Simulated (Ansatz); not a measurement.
A nudged elastic band was laid between two geometries of AlH₅OS (8 atoms, charge 0, multiplicity 1).

Computed with Ansatz 0.2.0, RKS B3LYP/def2-SVP.

```
movable images  : 5
climbing image  : from the first iteration
spring          : 5.0 eV/Å²
optimiser       : fire
start path      : through a guess of the saddle point
force threshold : 0.05 eV/Å
iteration limit : 60
end points      : relaxed
```

Initial state:

```xyz
8
Properties=species:S:1:pos:R:3
Al -0.026 0.027 0.245
O -0.231 -0.607 1.846
H -1.049 -1.026 2.129
H 1.472 0.071 -0.274
H -1.280 0.045 -0.733
S -0.044 2.599 1.098
H 1.300 2.674 1.238
H -0.211 2.090 2.342
```

Final state:

```xyz
8
Properties=species:S:1:pos:R:3
Al 0.085 0.512 0.137
O -0.275 -0.138 2.026
H -1.069 -0.670 2.195
H 1.520 -0.056 -0.215
H -1.244 0.021 -0.583
S -0.013 2.671 0.823
H 1.318 2.807 1.031
H -0.391 0.726 2.476
```

Q: What changes between the two ends?

A: Bonds broken: S6–H8. Bonds formed: O2–H8.

Q: What energy profile does the band end with?

A: The forces met the threshold. The highest image is number 3 of 0 to 6, 19.0 kJ/mol above the first end and 49.4 kJ/mol above the last; the last end lies 30.3 kJ/mol below the first. Another band between the same ends (5 images) ends at a top of the same energy, where a vibrational analysis finds 1 clearly imaginary mode. The orbitals stay closed-shell, which can raise the energy where a bond breaks towards radicals; this wasn't checked here.

```tsv
image	path coordinate (Å)	energy (kJ/mol)	S6–H8 (Å)	O2–H8 (Å)
0	0.00	0.0	1.36	2.74
1	0.42	1.3	1.36	2.33
2	0.83	6.6	1.38	1.87
3	1.25	19.0	1.55	1.37
4	1.62	-12.0	1.95	1.05
5	2.00	-28.0	2.34	0.99
6	2.38	-30.3	2.58	0.98
```

Q: What is the geometry of the highest image?

A: 
```xyz
8
Properties=species:S:1:pos:R:3
Al 0.053 0.256 0.143
O -0.224 -0.121 1.923
H -0.925 -0.686 2.274
H 1.529 -0.028 -0.348
H -1.248 0.043 -0.736
S -0.115 2.522 1.142
H 1.187 2.641 1.492
H -0.325 1.245 2.001
```

The run took 4.3 min on 1 thread of AMD EPYC 9R45 96-Core Processor (Zen 5) (shared host), peak memory 0.18 GiB.
